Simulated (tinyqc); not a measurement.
Worked calculation (part 2 of 2): UHF in the sto-3g basis, for H2O, spin multiplicity 1. This run ends on a higher stationary point, not on the lowest solution. Computed by tinyqc, a small Python program that keeps every step (integrals from PySCF). Command: `OMP_NUM_THREADS=1 python tinyqc.py 22498 22499 out.jsonl` (the two numbers bound the seeds that draw the settings). One thread of a shared host (Intel(R) Xeon(R) Processor @ 2.60GHz), about 0.2 s of CPU time with the checks.

Geometry (angstrom):
```
atom,x,y,z
O,0.0000,0.0000,0.0000
H,0.0000,0.9850,0.9360
H,0.0000,-0.9500,0.9030
```

## Iteration 16 (converged): orbitals

converged F(alpha) (hartree), lower triangle:
```
,1O 1s,1O 2s,1O 2px,1O 2py,1O 2pz,2H 1s,3H 1s
1O 1s,-20.2951
1O 2s,-5.1688,-2.3904
1O 2px,0.0000,0.0000,-0.3982
1O 2py,0.0006,0.0041,0.0000,-0.1679
1O 2pz,-0.0194,-0.0266,0.0000,0.0067,-0.1865
2H 1s,-0.4701,-0.5113,0.0000,-0.2709,-0.2762,-0.2507
3H 1s,-0.5240,-0.5557,0.0000,0.2840,-0.2888,-0.1527,-0.2748
```

converged F(beta) (hartree), lower triangle:
```
,1O 1s,1O 2s,1O 2px,1O 2py,1O 2pz,2H 1s,3H 1s
1O 1s,-20.2951
1O 2s,-5.1688,-2.3904
1O 2px,0.0000,0.0000,-0.3982
1O 2py,0.0006,0.0041,0.0000,-0.1679
1O 2pz,-0.0194,-0.0266,0.0000,0.0067,-0.1865
2H 1s,-0.4701,-0.5113,0.0000,-0.2709,-0.2762,-0.2507
3H 1s,-0.5240,-0.5557,0.0000,0.2840,-0.2888,-0.1527,-0.2748
```

X:
```
,1,2,3,4,5,6,7
1O 1s,-0.4313,-0.0708,0.6726,0.0000,0.6071,0.0196,0.2259
1O 2s,0.8926,0.1038,-0.2903,0.0000,0.3388,0.0180,0.4653
1O 2px,0.0000,0.0000,0.0000,1.0000,0.0000,0.0000,0.0000
1O 2py,-0.0976,0.7448,0.0090,0.0000,-0.0068,0.7206,-0.0179
1O 2pz,0.4306,0.0396,0.6965,0.0000,-0.5781,0.0011,0.2431
2H 1s,-0.4364,-0.7380,-0.2470,0.0000,-0.2048,0.4094,0.3803
3H 1s,-0.6319,0.6165,-0.2252,0.0000,-0.1872,-0.3812,0.4089
```

Diagonalise F' = X^T F X, C = X C', fill 5 alpha and 5 beta electrons from the bottom; D(s) = C_occ C_occ^T. Each column has its largest component positive (the first on a tie).

F' = X^T F X (alpha) (hartree), lower triangle:
```
,1,2,3,4,5,6,7
1,-1.1566
2,-0.2913,0.3184
3,3.1669,0.6016,-7.1530
4,0.0000,0.0000,0.0000,-0.3982
5,2.9996,0.6051,-7.9960,0.0000,-9.7018
6,0.0879,0.0967,-0.2748,0.0000,-0.3287,-0.4491
7,1.2837,0.2781,-4.1017,0.0000,-5.0060,-0.1737,-3.4681
```

orbital energies (alpha) (hartree): MO1 -20.3028, MO2 -1.1640, MO3 -0.4467, MO4 -0.4165, MO5 -0.3982, MO6 0.3353, MO7 0.3844

coefficients C (alpha):
```
,MO1,MO2,MO3,MO4,MO5,MO6,MO7
1O 1s,0.9948,-0.2493,-0.0199,0.0721,0.0000,0.0736,0.0246
1O 2s,0.0218,0.9531,0.0998,-0.3593,0.0001,-0.3963,-0.1362
1O 2px,0.0000,0.0000,0.0001,0.0004,1.0000,0.0000,0.0000
1O 2py,-0.0001,-0.0045,0.6306,0.1453,-0.0001,-0.2274,0.7832
1O 2pz,0.0020,0.0391,-0.1549,0.6693,-0.0002,-0.7370,-0.2207
2H 1s,-0.0028,0.1057,0.3603,0.4952,-0.0003,0.7535,-0.4430
3H 1s,-0.0031,0.1156,-0.5316,0.2850,0.0000,0.4056,0.7975
```

F' = X^T F X (beta) (hartree), lower triangle:
```
,1,2,3,4,5,6,7
1,-1.1566
2,-0.2913,0.3184
3,3.1669,0.6016,-7.1530
4,0.0000,0.0000,0.0000,-0.3982
5,2.9996,0.6051,-7.9960,0.0000,-9.7018
6,0.0879,0.0967,-0.2748,0.0000,-0.3287,-0.4491
7,1.2837,0.2781,-4.1017,0.0000,-5.0060,-0.1737,-3.4681
```

orbital energies (beta) (hartree): MO1 -20.3028, MO2 -1.1640, MO3 -0.4467, MO4 -0.4165, MO5 -0.3982, MO6 0.3353, MO7 0.3844

coefficients C (beta):
```
,MO1,MO2,MO3,MO4,MO5,MO6,MO7
1O 1s,0.9948,-0.2493,-0.0199,0.0721,0.0000,0.0736,0.0246
1O 2s,0.0218,0.9531,0.0998,-0.3593,-0.0001,-0.3963,-0.1362
1O 2px,0.0000,0.0000,-0.0001,-0.0004,1.0000,0.0000,0.0000
1O 2py,-0.0001,-0.0045,0.6306,0.1453,0.0001,-0.2274,0.7832
1O 2pz,0.0020,0.0391,-0.1549,0.6693,0.0002,-0.7370,-0.2207
2H 1s,-0.0028,0.1057,0.3603,0.4952,0.0003,0.7535,-0.4430
3H 1s,-0.0031,0.1156,-0.5316,0.2850,0.0000,0.4056,0.7975
```

D(alpha) after iteration 16, lower triangle:
```
,1O 1s,1O 2s,1O 2px,1O 2py,1O 2pz,2H 1s,3H 1s
1O 1s,1.0573
1O 2s,-0.2438,1.0478
1O 2px,0.0000,0.0000,1.0000
1O 2py,-0.0011,0.0065,0.0000,0.4188
1O 2pz,0.0435,-0.2186,0.0000,-0.0006,0.4734
2H 1s,-0.0006,-0.0412,0.0000,0.2987,0.2797,0.3863
3H 1s,-0.0008,-0.0453,0.0000,-0.2943,0.2776,-0.0382,0.3772
```

D(beta) after iteration 16, lower triangle:
```
,1O 1s,1O 2s,1O 2px,1O 2py,1O 2pz,2H 1s,3H 1s
1O 1s,1.0573
1O 2s,-0.2438,1.0478
1O 2px,0.0000,0.0000,1.0000
1O 2py,-0.0011,0.0065,0.0000,0.4188
1O 2pz,0.0435,-0.2186,0.0000,-0.0006,0.4734
2H 1s,-0.0006,-0.0412,0.0000,0.2987,0.2797,0.3863
3H 1s,-0.0008,-0.0453,0.0000,-0.2943,0.2776,-0.0382,0.3772
```

## Convergence

Stop when the energy changes by less than 1e-09 hartree and every element of the error matrix X^T (F D S - S D F) X (for each spin) is below 9e-06.

Course of the cycle:
```
iteration,E (hartree),change,largest element of the error matrix
1,-74.228624,-,2.31e-01
2,-74.640778,-4.12e-01,1.27e-01
3,-74.731667,-9.09e-02,7.97e-02
4,-74.785480,-5.38e-02,5.54e-02
5,-74.804203,-1.87e-02,3.36e-02
6,-74.815839,-1.16e-02,1.50e-02
7,-74.816697,-8.58e-04,8.92e-03
8,-74.817005,-3.08e-04,9.45e-04
9,-74.817014,-9.35e-06,7.54e-04
10,-74.817024,-1.04e-05,4.43e-04
11,-74.817028,-3.94e-06,2.28e-04
12,-74.817030,-1.54e-06,7.60e-05
13,-74.817030,-9.63e-08,2.38e-05
14,-74.817030,-2.07e-08,1.71e-05
15,-74.817030,-1.26e-09,6.82e-06
16,-74.817030,-4.67e-10,5.04e-06
```

PySCF UHF in the same basis, after a stability check = -74.825732 hartree

Converged in 16 iterations. But the solution lies 0.00870 hartree above the reference: it is another stationary point, not the lowest one. Reruns (cap 100 unless said): DIIS 8: converged in 14 to a higher stationary point; damping 0.5: converged in 81 to a higher stationary point; level shift 0.5: converged in 69 to a higher stationary point; atomic densities as start, DIIS 8: converged in 8 to a higher stationary point.

## Populations, bond orders and dipole

overlap S, lower triangle:
```
,1O 1s,1O 2s,1O 2px,1O 2py,1O 2pz,2H 1s,3H 1s
1O 1s,1.0000
1O 2s,0.2367,1.0000
1O 2px,0.0000,0.0000,1.0000
1O 2py,0.0000,0.0000,0.0000,1.0000
1O 2pz,0.0000,0.0000,0.0000,0.0000,1.0000
2H 1s,0.0210,0.2545,0.0000,0.1768,0.1680,1.0000
3H 1s,0.0235,0.2760,0.0000,-0.1892,0.1799,0.1325,1.0000
```

Mulliken: Z minus the diagonal of D S on the atom; Loewdin: the same with S^(1/2) D S^(1/2); Mayer order: 2 sum_s sum (D(s) S)_ij (D(s) S)_ji over the two atoms.

Charges (e):
```
atom,Mulliken,Loewdin,Mulliken spin
1O,-0.1286,-0.0994,0
2H,0.0590,0.0457,0
3H,0.0696,0.0536,0
```

Mayer bond orders:
```
pair,order
2-1,0.9964
3-1,0.9951
3-2,9.54e-05
```

dipole moment about the origin, x y z (debye): 0.0000  -0.0413  1.2616

<S^2> of the determinant (pure state: 0) = 3.71e-09
